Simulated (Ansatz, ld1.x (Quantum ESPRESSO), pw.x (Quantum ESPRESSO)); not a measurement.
## Rb: one change to the TM potential, in the atom and in the diamond crystal

```json
{"Element": "rubidium (Rb)", "Generator": "ld1.x (Quantum ESPRESSO) 7.5", "Type": "norm-conserving Troullier–Martins (Kleinman–Bylander form)", "Functional": "LDA (PW92)", "Relativity": "scalar-relativistic", "Frozen core": "[Kr]", "Valence charge": "1", "Reference configuration": "4d0 5s0.5 5p0.5", "Partial waves": "5p (bound): rc 4.20 bohr; 4d (bound, empty): rc 4.20 bohr; 5s (bound): rc 4.20 bohr", "Local potential": "the s channel", "Core correction": "Bessel-smoothed model core inside 3.40 bohr"}
```

Change: all radii but the core radius scaled by about 0.81 (s 3.40, p 3.40, d 3.40 bohr).

Cutoffs, loose and tight: the cutoffs (Ry, on a coarse ladder) from which the occupation-weighted sum of valence levels, in a spherical-Bessel basis at the reference potential, stays within 10 and 1 mRy of its value at 400 Ry. They do not see the model core or the augmentation charge, which bear on the density cutoff. Test errors are all-electron minus pseudo excitation energies from the reference, over the configurations 4d0 5s1 5p0; 4d0 5s0.5 5p0; 4d0 5s0 5p1; 4d0.5 5s0.5 5p0; 4d1 5s0 5p0 (two spin-polarised tests are not counted in the largest error); variants that change the core or the reference have their own tests.

Crystal test: diamond Rb in pw.x 7.5, no spin, 8³ k-points, Fermi–Dirac smearing 0.01 Ry, cutoffs set for each file from its atomic test. The reference is all-electron LAPW (Ansatz 0.2.0) with the same functional, mesh and smearing; V0 and B0 come from Birch–Murnaghan fits to the pressures at five volumes. Errors are pseudo minus all-electron; Δ is the rms difference of the E(V) curves that follow from these fits, minima aligned, over ±6 % about the mean V0. Mesh and smearing are coarse, so the numbers serve the comparison and aren't converged zero-temperature values; the lattice is a test structure that the element need not adopt.

All-electron: a0 = 9.839 Å (V0 = 119.05 Å³/atom), B0 = 1.2 GPa.

**Question.** Does the change bring the crystal closer to the all-electron result?

**Answer.** The mean pressure error goes from -0.01 to -0.17 GPa, so the change moves the solid further from the all-electron pressures.

| quantity | base | changed |
| --- | --- | --- |
| outcome (atom) | generated | generated |
| cutoff, loose (atom) | 6 Ry | 8 Ry |
| cutoff, tight (atom) | 6 Ry | 12 Ry |
| bound ghosts (atom) | none | p |
| largest test error (meV) (atom) | -2.7 | -1.7 |
| cutoffs in pw.x (Ry) | 50/200 | 50/200 |
| a0 (Å) | 9.802 | – |
| a0 error (%) | -0.37 | – |
| B0 error (%) | -8.2 | – |
| Δ (meV/atom) | 0.4 | – |
| mean pressure error (GPa) | -0.01 | -0.17 |

A dash: not determined, or the minimum lies outside the volumes sampled.

Base: The largest radius (4.20 bohr) exceeds half the bond length (4.03 bohr), so the spheres overlap, which is one possible source of error among others. Changed file: This is a poor potential for the solid. The pseudo pressure rises with volume over the whole range, a mechanical instability. Note: ghost state, extra bound levels that the all-electron valence spectrum of the same l lacks: p at -43.3 eV. A true bound ghost makes a file unfit for plane-wave use. The atomic cutoffs weigh occupied waves only.
